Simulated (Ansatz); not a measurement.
hcp Co was calculated with PBEsol (plane waves, PAW; Ansatz, a first-principles code).

Run with plane-wave cutoff 520 eV, 24×24×14 k mesh (along the axes of the cell as run), Fermi–Dirac smearing 0.05 eV, spin-polarised with parallel moments, scalar-relativistic PAW data made under PBE.

The volume scan:

| V (Å³/atom) | E − E_lowest (meV/atom) | P (GPa) |
|---|---|---|
| 9.959 | 13.49 | 10.87 |
| 10.166 | 3.23 | 5.10 |
| 10.374 | 0.00 | -0.01 |
| 10.581 | 3.03 | -4.58 |
| 10.789 | 11.67 | -8.70 |

### Question
What bulk modulus B0 and pressure derivative B′ does a third-order Birch–Murnaghan fit give?

### Answer
V0 = 10.373 Å³/atom, B0 = 242 GPa, B′ = 4.6 (fit to the energies at full precision).

Shape and atoms are relaxed at each volume.

Measured, for comparison: bulk modulus 193 GPa (zero-point energy and finite temperature contributions removed, our sources range from 193 to 198; as tabulated in doi:10.1021/acs.jctc.3c00612). Computed (rounded) less measured: bulk modulus +25 % (+22 % to +25 % over the range).

Note: the bulk modulus comes from volumes at which shape and atoms were relaxed.

Static lattice: no zero-point or thermal effects.
